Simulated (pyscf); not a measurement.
Optimised with ωB97X-D3(BJ)/def2-SVP in PySCF.

### Question
PBE/def2-TZVP puts the barrier of `[SiH3][AsH][SiH3]` + `[AsH3]` → `[SiH3][As]([SiH3])[AsH2]` + `[H][H]` (four-centre exchange; singlet surface; As–H, As–H broken, As–As, H–H formed) at 203.5 kJ/mol and the reaction energy at -16.9 kJ/mol, from the separated reactants. What do r²SCAN/def2-TZVP, M06-2X/def2-TZVP, ωB97M-D3(BJ)/def2-TZVP give on the same structures?

### Answer
r²SCAN: ΔE‡ = 226.6 kJ/mol, ΔE = -19.1 kJ/mol; M06-2X: ΔE‡ = 252.3 kJ/mol, ΔE = -29.1 kJ/mol; ωB97M-D3(BJ): ΔE‡ = 265.6 kJ/mol, ΔE = -12.7 kJ/mol. PBE's barrier lies under all of them, by 23.1 to 62.2 kJ/mol. Its reaction energy lies among theirs. Low barriers are usual for a GGA, whose delocalisation error favours stretched bonds. On the reactant side the descent ends in a complex (not fully relaxed), 17.6 kJ/mol under the separated species and 278.9 kJ/mol under the saddle at ωB97X-D3(BJ)/def2-TZVP. From the product side, H₃Si–As•–SiH₃ + AsH₂• + H₂ lies, by one bond made or cut, 69.6 kJ/mol under this saddle at ωB97M-D3(BJ)/def2-TZVP. This is the saddle that the search found; another between the same sides may lie lower. A restricted solution here is unstable towards spin polarisation, so biradical character is likely and single-reference numbers are less safe. Elements up to Kr have no core potential and no relativistic terms here.
